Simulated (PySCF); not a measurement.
Species: MnF (septet state).
SMILES: `[F][Mn]`

Computed with PBE0-D3(BJ)/def2-SVP geometry optimisation, gas phase (PySCF 2.14.0).

Masses are those of the commonest isotopes; rigid-rotor values at the optimised geometry. 

Q: What are the moment of inertia and the rotational constant?

A: I = 46.453 u·Å², B = 505379 MHz·u·Å²/I = 10879 MHz (0.3629 cm⁻¹, or 0.522 K as hB/k). For two atoms I = μr² with μ = 14.1167 u and r = 1.8140 Å.

Q: List the first levels of a rigid rotor in a Σ state.

A: E(J) = BJ(J+1): J = 1: 0.726, J = 2: 2.177, J = 3: 4.355, J = 4: 7.258, J = 5: 10.887, J = 6: 15.242 cm⁻¹. For this open shell read J as N, the rotation without spin; fine and hyperfine splittings come on top.

Q: Where do the first rotational lines fall?

A: The dipole is 2.71 D; J+1 ← J lies at 2B(J+1): 1 ← 0 at 21.76 GHz, 2 ← 1 at 43.52 GHz, 3 ← 2 at 65.28 GHz, 4 ← 3 at 87.03 GHz, 5 ← 4 at 108.79 GHz, 6 ← 5 at 130.55 GHz.

Q: Estimate the classical rotational partition function at 10 K, 298.15 K and 500 K.

A: Point group C∞v, symmetry number σ = 1; q = kT/(σhB), k/h = 20836.6 MHz/K: 19.2 at 10 K, 571 at 298.15 K, 958 at 500 K.

PBE0-D3(BJ)/def2-SVP frequencies: not computed here. ⟨S²⟩ = 12.003 (exact for a septet: 12.00). These are rigid-rotor constants of the computed structure; measured ground-state constants (B0) also hold zero-point vibration.
